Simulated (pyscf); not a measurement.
PySCF, gas phase, ωB97X-D3(BJ)/def2-SVP geometries.

Q: Estimate the classical barrier height and the reaction energy of HO–SiH₂–OH (SMILES O[SiH2]O) + H• (SMILES [H]) -> •O–SiH₂–OH (SMILES [O][SiH2]O) + H₂ (SMILES [H][H]) at r²SCAN/def2-TZVP. The step runs on the doublet surface, breaks H–O and forms H–H; take the separated reactants as zero.

A: ΔE‡ = 12.5 kcal/mol, ΔE = +11.6 kcal/mol. ωB97M-D3(BJ)/def2-TZVP gives 19.2 kcal/mol and +14.8 kcal/mol. Zero-point energy shifts the barrier by -1.3 kcal/mol. It is a hydrogen abstraction, with an imaginary mode of 980i cm⁻¹. The same reactants have a lower exit, to HO–SiH•–OH + H₂ (barrier +7.2 kcal/mol at ωB97M-D3(BJ)/def2-TZVP, against +19.2 kcal/mol here). •O–SiH₂–OH lies 22.4 kcal/mol over its isomer HO–SiH•–OH (electronic energy, ωB97M-D3(BJ)/def2-TZVP). This is the saddle that the search found; another between the same sides may lie lower. The angle at the transferred H is 160°.
